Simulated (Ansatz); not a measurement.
Basis-set extrapolation for AlH₃S₂ (`[SH][AlH][SH]`) (PBE0-D4/def2-TZVP geometry, frozen core, Ansatz 0.2.0). Multiplicity 1, RHF reference.

```json
{"": "HF", "cc-pV(T+d)Z": "-1038.871672", "cc-pV(Q+d)Z": "-1038.881163"}
{"": "MP2 correlation", "cc-pV(T+d)Z": "-0.432218", "cc-pV(Q+d)Z": "-0.469427"}
{"": "CCSD(T) correlation", "cc-pV(T+d)Z": "-0.499876", "cc-pV(Q+d)Z": "-0.535313"}
```

Energies in hartree. Use E(X) = E(∞) + A·exp(−5.46·√X) for Hartree–Fock and E(X) = E(∞) + B·X^(−3.05) for correlation, with X = 3 and 4.

Task: What is the CCSD(T) energy at the basis-set limit?

Result: HF limit: -1038.881163 + (-0.009491) × 0.30130 = -1038.88402. Correlation limit: -0.535313 + (-0.035437) × 0.71189 = -0.56054. Total: -1039.44456 hartree, 191.7 kJ/mol below CCSD(T)/cc-pV(T+d)Z.
